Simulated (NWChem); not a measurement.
# methanethiol (CH4S); SMILES CS

```xyz
6

C      0.0074     1.1441     0.0000
S      0.0737    -0.6669     0.0000
H     -0.4860     1.5372     0.8999
H      1.0505     1.4893     0.0000
H     -0.4860     1.5372    -0.8999
H     -1.2593    -0.8806     0.0000
```
Atoms are numbered in this order, from 1.

All runs: NWChem. Coordinates come from a PBE0/def2-SVP optimisation. Field at 589 nm.

For level B3LYP/aug-cc-pVDZ:

* **anisotropy (bohr³)**: 10.1

**Question.** Estimate the same quantities for level B3LYP/def2-SVPD.

**Answer.** 
| Property | Value |
|---|---|
| anisotropy (bohr³) | 9.1 |
